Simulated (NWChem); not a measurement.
Molecule: hydrogen chloride (HCl); SMILES Cl

Computed with NWChem. Pople sets run with spherical d functions. Each level has its own optimisation. Computed dipoles belong to the equilibrium geometry; the measured one is vibrationally averaged.

Measured dipole moment: 1.08 D (NIST CCCBDB, as tabulated in the package chemicals).

Question: Which of these levels lies farthest from the measured value, and how do the others fare: PBE-D3(BJ)/def2-SVP; B3LYP/3-21G; Hartree-Fock/6-31G*; B3LYP/6-31G*; BP86/def2-TZVP?

Answer: B3LYP/3-21G.
| level | dipole moment (D) | computed − measured |
|---|---|---|
| BP86/def2-TZVP | 1.24 | +0.16 |
| Hartree-Fock/6-31G* | 1.50 | +0.42 |
| B3LYP/6-31G* | 1.47 | +0.39 |
| B3LYP/3-21G | 1.76 | +0.68 |
| PBE-D3(BJ)/def2-SVP | 1.33 | +0.25 |
